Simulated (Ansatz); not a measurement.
Process, species as SMILES: C=CF → FC=[CH-] + H+
B3LYP-D3(BJ)/def2-TZVP geometries, fixed; electronic energies without zero-point terms.
Largest species:
```
C
C 1 1.3174
F 1 1.3475 2 122.16
H 2 1.0798 1 119.40 3 180.00
H 2 1.0810 4 119.01 1 180.00
H 1 1.0823 2 126.09 4 0.00
```

The deprotonation energy at MP2 with Ansatz (an electronic-structure program), in kcal/mol, split into its Hartree-Fock and correlation parts. Cores are frozen. The proton leaves the site shown, which need not be the most acidic. No added dispersion term, no relativity. Functions are those of the species that has most. These sets lack the diffuse functions that anions need.

| basis | X | functions | Hartree-Fock | MP2 |
|---|---|---|---|---|
| cc-pVDZ | 2 | 57 | 418.51 | 416.95 |
| cc-pVTZ | 3 | 132 | 415.15 | 409.15 |
| cc-pVQZ | 4 | 255 | 412.64 | 404.60 |

Worked estimate of the basis-set limit from each neighbouring pair, with Hartree-Fock from the larger set and the correlation part extrapolated as X^-3.
Correlation parts: X = 2: -1.56, X = 3: -6.00, X = 4: -8.04.
- (2,3): (27·(-6.00) - 8·(-1.56))/19 = -7.87; with Hartree-Fock 415.15 the estimate is 407.28 kcal/mol.
- (3,4): (64·(-8.04) - 27·(-6.00))/37 = -9.53; with Hartree-Fock 412.64 the estimate is 403.11 kcal/mol.
The last two estimates differ by 4.17 kcal/mol; the largest set lies 1.49 from the last. Over the last step Hartree-Fock moves by -2.51 and the correlation part by -2.04.
